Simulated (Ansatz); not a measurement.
Cost and result for the atomization energy of `OC/C=C(/S)Cl` (11 atoms, 10 bonds).

Z-matrix (Å, degrees):
```
C
C 1 1.491
O 1 1.414 2 112.4
H 1 1.100 2 109.3 3 -123.4
H 1 1.089 2 110.5 3 118.6
C 2 1.330 1 127.0 3 -123.1
H 2 1.088 1 116.9 3 57.4
H 3 0.961 1 108.8 2 -65.0
S 6 1.753 2 121.4 1 -172.0
Cl 6 1.732 2 122.4 1 3.0
H 9 1.344 6 96.5 2 -140.9
```

The species carries charge 0 and has multiplicity 1. All single points use the PBE0-D4/def2-TZVP geometry. It is one conformer, not always the lowest. Program: Ansatz. All runs use 4 threads of an Arm Neoverse V2 on a shared host. Times are those of one run each, without the atoms' runs, and a repeat can differ threefold. Electronic energies, without spin–orbit coupling; frozen cores. CCSD(T)/CBS adds CCSD(T) − MP2 in def2-TZVPP to the MP2 limit, and its time is that of the two runs behind it. T1 = 0.011. B3LYP takes the VWN-RPA correlation (the form of Gaussian; ORCA's B3LYP/G).

CCSD(T)/CBS is a level of theory with its own doubt, some kJ/mol a heavy atom from the limit and from the frozen cores, so smaller differences don't rank the functionals.

| level | functions | wall time |
| --- | --- | --- |
| PBE-D4/def2-TZVPP (with forces) | 278 | 2.6 s |
| PBE0-D4/def2-TZVPP | 278 | 3.5 s |
| r2SCAN-D4/def2-TZVPP (with forces) | 278 | 5 s |
| B3LYP-D4/def2-TZVPP (with forces) | 278 | 5.5 s |
| B2PLYP/def2-TZVPP | 278 | 6.5 s |
| ωB97X-V/def2-TZVPP | 278 | 8.5 s |
| ωB97M-V/def2-TZVPP (with forces) | 278 | 12 s |
| MP2/def2-QZVPP | 518 | 30 s |
| CCSD(T)/def2-TZVPP | 278 | 4.1 min |
| CCSD(T)/CBS(def2) | – | 4.6 min |

What atomization energy does each give, and how far from CCSD(T)/CBS? (An estimate is asked.)

The calculation gave: 
| level | atomization (kcal/mol) | difference from CCSD(T)/CBS | per bond |
| --- | --- | --- | --- |
| PBE-D4/def2-TZVPP (with forces) | 1030.5 | 36.9 | 3.7 |
| PBE0-D4/def2-TZVPP | 1004.2 | 10.6 | 1.1 |
| r2SCAN-D4/def2-TZVPP (with forces) | 999.9 | 6.3 | 0.6 |
| B3LYP-D4/def2-TZVPP (with forces) | 990.8 | -2.8 | -0.3 |
| B2PLYP/def2-TZVPP | 980.3 | -13.3 | -1.3 |
| ωB97X-V/def2-TZVPP | 995.5 | 1.9 | 0.2 |
| ωB97M-V/def2-TZVPP (with forces) | 998.7 | 5.1 | 0.5 |
| MP2/def2-QZVPP | 1008.1 | 14.5 | 1.4 |
| CCSD(T)/def2-TZVPP | 964.3 | -29.3 | -2.9 |
| CCSD(T)/CBS(def2) | 993.6 | 0.0 | 0.0 |

The D4 term adds +10.6 kcal/mol with B3LYP and +5.6 kcal/mol with PBE0; it sums over pairs of atoms, weighted by their polarisabilities, and B3LYP, whose exchange is more repulsive, gets the larger term. From PBE to PBE0 (25 % exact exchange), in def2-TZVPP and without D4, the atomization energy moves by −25.3 kcal/mol: exact exchange takes away binding that semilocal exchange gives to molecules. In def2-TZVPP, CCSD(T) changes the Hartree–Fock value by +275.8 kcal/mol (the triples alone add +20.8 kcal/mol) and MP2 by +302.3 kcal/mol; breaking electron pairs costs correlation energy, which Hartree–Fock lacks.
